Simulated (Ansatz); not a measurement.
Two isomers of C2H4F2: A = `CC(F)F`, B = `FCCF`.

Program: Ansatz. Geometries: PBE0-D4/def2-TZVP. ΔE: electronic, gas phase. CBS: MP2 limit from def2 TZ/QZ plus the TZ coupled-cluster correction, frozen cores. Functionals use def2-TZVPP. B3LYP here is the variant with VWN-RPA as its local correlation; programs differ in this. Each species was taken in one conformer, which may not be the lowest.

Question: Which isomer does CCSD(T)/CBS put lower? Give the gap. (An estimate is asked.)

Answer: The calculation gave: A, by 12.6 kcal/mol.

Question: Give E(B) − E(A) in kcal/mol with r2SCAN-D4, CCSD(T)/def2-TZVPP, PBE-D4, B3LYP, PBE0-D4, B3LYP-D4, HF/def2-TZVPP. (An estimate is asked.)

Answer: Ansatz gave: r2SCAN-D4 13.7, CCSD(T)/def2-TZVPP 12.9, PBE-D4 12.6, B3LYP 12.0, PBE0-D4 12.9, B3LYP-D4 12.0, HF/def2-TZVPP 12.2. None reverses the order clearly.

Question: Does the order hold for the free energy at 298.15 K (harmonic terms from PBE0-D4)? (Estimate.)

Answer: Ansatz gave: Yes: G(B) − G(A) = +13.2 kcal/mol, for one conformer each.

Largest T1 diagnostic: 0.011.

At CCSD(T), def2-SVP lies +2.2 kcal/mol from the extrapolated value and def2-TZVPP +0.3 kcal/mol. Leaving LDA and LC-ωPBE aside and taking each functional with its dispersion term where it has one, the values, not all of them listed here, spread over 2.0 kcal/mol, from BLYP-D4 to r2SCAN-D4. LDA lies +1.7 kcal/mol from PBE without D4.
